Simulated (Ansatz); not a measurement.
Process, species as SMILES: FSF + 2 [H][H] (H2) → 2 F (HF) + S (H2S)
B3LYP-D3(BJ)/def2-TZVP geometries, fixed; electronic energies without zero-point terms.

Energies in hartree at wB97M-V with Ansatz (a program for electronic structure); the energy of full hydrogenation is their sum with the coefficients shown, times 627.509 kcal/mol a hartree. All functions are spherical. The program fits the integrals of some runs and decomposes those of others, by size. The functional holds VV10 correlation; no added dispersion term, no relativity.

```tsv
species	coefficient	part	cc-pV(D+d)Z	cc-pV(T+d)Z	cc-pV(Q+d)Z
FSF	-1	wB97M-V	-597.75745	-597.85894	-597.88424
[H][H] (H2)	-2	wB97M-V	-1.15349	-1.16133	-1.16202
F (HF)	+2	wB97M-V	-100.40562	-100.45089	-100.46342
S (H2S)	+1	wB97M-V	-399.36119	-399.38044	-399.38489
```

Question: Predict the energy of full hydrogenation in cc-pV(5+d)Z (X = 5): let each wB97M-V step shrink by the ratio of the last two. Compare with the run.

Answer: 
- FSF: steps -0.10149 and -0.02530, ratio 0.249, so wB97M-V -597.89054 (run: -597.89137).
- [H][H] (H2): steps -0.00784 and -0.00069, ratio 0.088, so wB97M-V -1.16208 (run: -1.16221).
- F (HF): steps -0.04527 and -0.01253, ratio 0.277, so wB97M-V -100.46689 (run: -100.46746).
- S (H2S): steps -0.01925 and -0.00445, ratio 0.231, so wB97M-V -399.38592 (run: -399.38630).
Predicted -65.89 kcal/mol; the run in cc-pV(5+d)Z gives -66.16, a miss of 0.27. Keeping the value in cc-pV(Q+d)Z, -64.92, would miss by 1.24. All sums are of the energies as printed.
